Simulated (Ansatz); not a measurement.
Reaction (SMILES): [CH]=O (CH-O) → [CH-]=O (an electron is taken up)
B3LYP-D3(BJ)/def2-TZVP geometries, fixed; electronic energies without zero-point terms; positive where energy is released.

Basis-set convergence of the adiabatic electron affinity at PBE with Ansatz (a quantum-chemistry and plane-wave program). All functions are spherical. The program fits the integrals of some runs and decomposes those of others, by size. Open shells are unrestricted. No added dispersion term, no relativity. Functions are those of the species that has most. Reference: the value in aug-pcseg-3, 0.351 eV, itself unsure by roughly 0.109 eV (its mean distance from aug-cc-pVQZ, def2-QZVPPD). Deviations are taken from unrounded values.

```tsv
basis	functions	adiabatic electron affinity (eV)	minus reference (eV)
3-21G	20	-1.105	-1.457
pcseg-0	20	-0.412	-0.764
def2-SVPD	51	0.080	-0.271
aug-cc-pVDZ	55	0.330	-0.021
def2-TZVPP	76	-0.034	-0.385
jun-cc-pV(T+d)Z	92	0.269	-0.083
6-311++G(3df,3pd)	96	0.266	-0.086
aug-pcseg-3	219	0.351	0.000
cc-pV5Z	237	0.099	-0.252
```
